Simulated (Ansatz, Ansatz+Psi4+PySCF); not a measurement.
```xyz
2

F     0.0000    0.0000   -1.2792
Cl    0.0000    0.0000    0.6772
```

Basis set: cc-pVTZ on F; cc-pV(T+d)Z on Cl (spherical functions). Correlated methods keep 6 orbitals frozen. Charge 0, multiplicity 1.

Computed with Ansatz (development build ahead of 0.2.0); each method stands on the lowest determinant of its kind that the runs found. Restricted open shells among the atoms or ions are ROHF, correlated in semicanonical orbitals with singles.

Problem. Give the atomization energy at this shape (free ground-state atoms in the same class of orbitals less the molecule, no zero-point energy) of singlet ClF by RHF-CCSD(T), RHF-CCSD, RHF-MP2.

Solution.

```json
{"method": "RHF-CCSD(T)", "atomization energy": "160.8 kJ/mol"}
{"method": "RHF-CCSD", "atomization energy": "128.6 kJ/mol"}
{"method": "RHF-MP2", "atomization energy": "169.0 kJ/mol"}
```

Caution: stretched shape with no unrestricted run beside it, a lower state can exist; the shape is not the minimum; unrestricted orbitals would lower the determinant.
